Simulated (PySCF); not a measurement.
**Fluorine: a sound run and one with changed settings**

Sound run: F [He] 2s2 2p5, F⁺ [He] 2s2 2p4. All numbers are calculated (PySCF 2.14, the non-relativistic Hamiltonian (point nucleus), in aug-cc-pVDZ (4s3p2d, 23 functions)). The sound run starts from symmetry-adapted Hartree-Fock orbitals and uses a fine grid where one is needed.

A second run was set up differently.

| species | method | sound run (hartree) | changed run (hartree) | converged |
| --- | --- | --- | --- | --- |
| F | UHF | -99.38109 | -99.38109 | yes |
| F | BP86 | -99.73112 | -99.73117 | yes |
| F | MN15 | -99.65646 | -99.65696 | yes |
| F⁺ | UHF | -98.80167 | -98.80167 | yes |
| F⁺ | BP86 | -99.07555 | -99.07554 | yes |
| F⁺ | MN15 | -99.00805 | -99.00799 | yes |

Ionisation energy of F:

| method | sound run (eV) | changed run (eV) |
| --- | --- | --- |
| UHF | 15.767 | 15.767 |
| BP86 | 17.839 | 17.841 |
| MN15 | 17.644 | 17.659 |

(1) What was changed?
A. radial grid too coarse
B. a valence shell is frozen
C. all electrons correlated in a valence basis
D. basis contracted for another Hamiltonian

## Answers

(1) A. It used radial step 0.3 in ln r (0.13 in the sound run). A coarse radial grid mis-integrates the density and the exchange-correlation energy, with errors of either sign; Hartree-Fock needs no grid.
